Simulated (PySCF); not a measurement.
TDDFT beside published excitation energies

Published values to compare with (the computed states carry no symmetry labels, so the two lists aren't matched line by line):

```
     state  E (eV)      f           kind of transition  source
3A''(n→π*)    5.20         band maximum or as reported     [1]
3A''(n→π*)    5.36                 vertical absorption     [2]
3A''(n→π*)    5.38                 vertical absorption     [3]
1A''(n→π*)    5.65  0.000          vertical absorption     [3]
1A''(n→π*)    5.66                 vertical absorption     [2]
 3A'(π→π*)    5.74                 vertical absorption     [2]
1A''(n→π*)    5.80         band maximum or as reported     [1]
 3A'(π→π*)    5.81                 vertical absorption     [3]
 1A'(n→3s)    6.35         band maximum or as reported     [1]
 1A'(π→π*)    7.37         band maximum or as reported     [1]
 1A'(n→3p)    7.73         band maximum or as reported     [1]
```

[1] measured, gas; Loos, Scemama, Blondel, Garniron, Caffarel, Jacquemin (2018), arXiv:1807.02045, literature column
[2] computed, CC3/TZVP, gas; arXiv:2401.06101 (2024), CC3 reference column of Thiel's set
[3] computed, theoretical best estimate (aug-cc-pVTZ, frozen core, CC3 geometry), gas; Veril, Scemama, Caffarel, Lipparini, Boggio-Pasqua, Jacquemin, Loos, WIREs Comput. Mol. Sci. 2021, 11, e1517 (QUESTDB)

Compound: CH3NO.
Z-matrix (Å and degrees, PBE0-D3(BJ)/def2-TZVP geometry), rows numbered from 1:
```
N 
C   1  1.3506
O   2  1.2061  1  124.96
H   1  1.0061  2  119.17  3     0.06
H   1  1.0032  2  121.36  3   179.77
H   2  1.1071  1  112.34  3  -179.97
```

Method used: TDDFT CAM-B3LYP/aug-cc-pVTZ, vertical, gas phase, core orbitals frozen in the response in PySCF 2.14.0, density-fitted response routines. Geometry: PBE0-D3(BJ)/def2-TZVP; no solvent, vibrations or thermal averaging.

Computed singlets: 5.67 eV (f 0.001); 6.73 eV (f 0.017); 6.75 eV (f 0.006); 7.27 eV (f 0.068); 7.50 eV (f 0.000); 7.64 eV (f 0.066); 7.84 eV (f 0.237); 8.09 eV (f 0.013); 8.10 eV (f 0.001); 8.51 eV (f 0.008). Computed triplets (Tamm–Dancoff): 5.17, 5.55, 6.54, 6.63 eV.

**Question.** How does the lowest computed triplet compare with the best estimate listed for the lowest triplet (vertical absorption)?

**Answer.** 5.17 eV against 5.38 eV for 3A''(n→π*) [3]: a difference of -0.21 eV. Geometry and basis of the two calculations needn't be the same.

A measured band maximum holds vibronic effects and, in solution, solvent shifts, so it needn't equal the vertical energy.
